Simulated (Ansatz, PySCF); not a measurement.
Bond stretch in SMILES S. The S1–H3 bond (S1 also carries H; H3 carries nothing else) is pulled apart rigidly from the PBE0/def2-TZVP optimised geometry.

- RKS-TPSSh = restricted TPSSh/cc-pVDZ (PySCF)
- UKS-PBE = unrestricted PBE/cc-pVDZ run with Ansatz (a quantum-chemistry and plane-wave program)
- UCCSD(T) = CCSD(T) on UHF/cc-pVDZ, 5 core orbitals frozen in PySCF

Energies relative to the lowest point of each curve near equilibrium, in mEh:

| R / Å | RKS-TPSSh | UKS-PBE |
|---|---|---|
| 1.00 | 119.1 | 122.7 |
| 1.13 | 36.8 | 39.0 |
| 1.27 | 4.0 | 4.8 |
| 1.31 | 1.0 | 1.5 |
| 1.54 | 12.0 | 10.3 |
| 1.65 | 25.9 | 23.3 |
| 1.81 | 49.3 | 45.3 |
| 2.02 | 80.3 | 74.5 |
| 2.69 | 155.8 | 134.4 |
| 2.92 | 172.8 | 140.1 |
| 3.59 | 203.5 | 145.9 |
| 4.06 | 214.1 | 146.8 |

Task: What does UCCSD(T) give at the same points?

Result: 1.00: 120.3; 1.13: 36.9; 1.27: 3.8; 1.31: 0.9; 1.54: 12.6; 1.65: 26.7; 1.81: 49.5; 2.02: 78.8; 2.69: 133.4; 2.92: 138.0; 3.59: 140.7; 4.06: 141.0 (mEh).

The restricted form behind RKS-TPSSh keeps the bonding electrons paired and can't separate into open-shell fragments. The unrestricted determinant behind UKS-PBE is spin-contaminated at 2.42 to 4.73 Å (<S²> up to 1.0, against 0.00 for a pure singlet). The unrestricted determinant behind UCCSD(T) is spin-contaminated at 1.81 to 4.73 Å (<S²> up to 1.0, against 0.00 for a pure singlet).
